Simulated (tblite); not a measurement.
Compound: C5H9F.
Bonds: C1–C2 (double), C2–C3, C2–C4, C4–C5, C5–F6. Hydrogens: H7, H8 on C1; H9, H10, H11 on C3; H12, H13 on C4; H14, H15 on C5.

Computed with GFN2-xTB (tblite), gas phase: Langevin dynamics at 300 K from the optimised GFN2-xTB geometry, time step 0.5 fs, friction 0.01 fs⁻¹, 2000 steps. The instantaneous temperature is 2·E(kin)/(3Nk) with all 3N coordinates.

```csv
t (fs),T (K),E(pot) above start (eV),C1=C2 (Å),C2–C3 (Å),C2–C4 (Å),C4–C5 (Å),C5–F6 (Å),C1–H7 (Å),C1–C2–C4–C5 (°)
0,239,0.000,1.323,1.496,1.508,1.528,1.375,1.077,-93
50,190,0.245,1.315,1.489,1.487,1.535,1.366,1.112,-96
100,173,0.367,1.320,1.495,1.477,1.569,1.388,1.059,-98
150,198,0.394,1.330,1.547,1.483,1.502,1.348,1.089,-116
200,293,0.569,1.313,1.562,1.500,1.561,1.393,1.099,-118
250,370,0.475,1.361,1.444,1.511,1.479,1.401,1.053,-123
300,273,0.791,1.303,1.524,1.551,1.537,1.354,1.063,-125
350,382,0.890,1.376,1.451,1.510,1.521,1.427,1.029,-114
400,434,0.686,1.284,1.467,1.547,1.538,1.389,1.135,-140
450,478,0.692,1.354,1.491,1.494,1.494,1.338,1.095,-130
500,571,0.775,1.301,1.479,1.546,1.535,1.429,1.074,-113
550,383,1.016,1.345,1.536,1.556,1.577,1.353,1.119,-113
600,508,0.770,1.340,1.523,1.575,1.567,1.382,1.092,-89
650,386,0.501,1.314,1.456,1.561,1.558,1.376,1.055,-85
700,271,0.681,1.334,1.494,1.513,1.504,1.412,1.131,-97
750,450,0.568,1.296,1.466,1.528,1.519,1.323,1.062,-94
800,264,0.683,1.350,1.489,1.489,1.526,1.367,1.073,-93
850,299,0.507,1.342,1.514,1.513,1.548,1.368,1.065,-115
900,338,0.545,1.299,1.541,1.523,1.562,1.349,1.139,-131
950,369,0.486,1.341,1.556,1.426,1.522,1.413,1.054,-125
1000,348,0.562,1.306,1.534,1.514,1.538,1.353,1.118,-132
```

Task: From 500 fs on, how do temperature and potential energy compare with equipartition?

Result: The mean temperature of these 11 frames is 381 K against the target 300 K, and the mean potential energy 0.64 eV against 39 × kT/2 = 0.50 eV for 39 classical harmonic modes. For 15 atoms in a canonical ensemble the temperature itself scatters by T·√(2/(3N)) = 63 K; here its standard deviation is 92 K. These frames run hotter than the target by 27 %; at their own mean temperature equipartition would give 0.64 eV. The whole run lasts only 10 friction times of 100 fs, so these averages carry a wide statistical error.

Task: What are the kinetic and total energies of the listed frame with the highest potential energy?

Result: The one at 550 fs, 1.016 eV above the start. Its kinetic energy is 3NkT/2 = 0.742 eV at 383 K, so the sum is 1.76 eV; over the listed frames the sum runs from 0.46 to 1.88 eV, since the thermostat adds and removes energy.

Task: How much do the listed bonds fluctuate from 500 fs on?

Result: 
```tsv
bond	at the start (Å)	mean (Å)	standard deviation (Å)
C1=C2	1.323	1.324	0.020
C2–C3	1.496	1.508	0.031
C2–C4	1.508	1.522	0.039
C4–C5	1.528	1.542	0.022
C5–F6	1.375	1.375	0.031
C1–H7	1.077	1.089	0.030
```

The motion is classical and holds no zero-point motion.

The cost below is that of the whole dynamics run. Time: 6.2 s of wall time; peak memory 0.18 GiB. Hardware: an Intel Xeon Platinum 8488C with one thread (shared host).
